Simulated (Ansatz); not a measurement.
# Worked example: the enthalpy of H2SO4 → SO3 + H2O

Species: H2SO4 `O=S(=O)(O)O`, singlet; SO3 `O=S(=O)=O`, singlet; H2O (water) `O`, singlet. 

Shapes, held fixed at every level: PBE0-D4/def2-TZVP. Flexible molecules stand in one conformer, not always the lowest. Programs: Ansatz 0.2.0. The zero-point and thermal terms to 298 K, harmonic and unscaled (PBE0-D4/def2-TZVP), stand in the table.

At wB97X-V/def2-TZVPP; 1 Eh = 2625.50 kJ/mol:

| species | energy (Eh) | H(298 K) − E (kJ/mol) | tabulated ΔfH (kJ/mol) |
| --- | --- | --- | --- |
| H2SO4 | -700.274759 | 119.9 | -735.1 |
| SO3 | -623.798189 | 45.0 | -395.8 |
| H2O | -76.434462 | 66.4 | -241.8 |

Task: Work out the reaction enthalpy at 298 K from the calculation and from the table of heats.

Result: 
1. Electronic: (-623.798189) + (-76.434462) − [(-700.274759)] = 0.042108 Eh = +110.6 kJ/mol.
2. Zero-point and thermal: (45.0) + (66.4) − [(119.9)] = -8.5 kJ/mol.
3. Computed ΔH = +102.1 kJ/mol.
4. From the heats of formation (Active Thermochemical Tables, NIST-JANAF tables): (-395.8) + (-241.8) − [(-735.1)] = +97.5 kJ/mol.
5. Computed less tabulated: +4.6 kJ/mol. Tabulated heats carry uncertainties of their own. A CCSD(T) estimate of the basis-set limit misses the table by more than it usually does here, so one of the tabulated heats may be at fault.
